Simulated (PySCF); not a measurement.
**Stationary points of H₄SO**

These are results of PBE0/[S def2-TZVP, O def2-TZVP, H def2-TZVP], no relativity, density fitting, PySCF, not measurements.

Relaxations began from a few typed shapes. The search is not exhaustive: other isomers or separated fragments can lie lower, and high-lying points may rest on an excited occupation.

**Question.** Which is the lowest minimum found?
A. singlet C2v: S–H 1.378 Å (×2), S–H 1.399 Å (×2), S–O 1.468 Å; H–S–H 89.0° (×4), H–S–H 91.8°, H–S–H 177.2°, H–S–O 91.4° (×2), H–S–O 134.1° (×2)
B. singlet C3v: S–H 1.373 Å (×3), S–H 1.442 Å, S–O 1.471 Å; H–S–H 81.4° (×3), H–S–H 117.8° (×3), H–S–O 98.6° (×3), H–S–O 180.0°
C. singlet C4v: S–H 1.412 Å (×4), S–O 1.457 Å; H–S–H 85.4° (×4), H–S–H 146.9° (×2), H–S–O 106.5° (×4)

**Answer.** A. The others lie at 51.5 (singlet C3v), 82.9 (singlet C4v, a saddle point) kJ/mol above it.

Counting electrons, sulfur keeps none of its valence electrons outside its bonds, so the VSEPR class is AX5 and the expected shape is trigonal bipyramidal; with unlike ligands the computed point group is C2v.
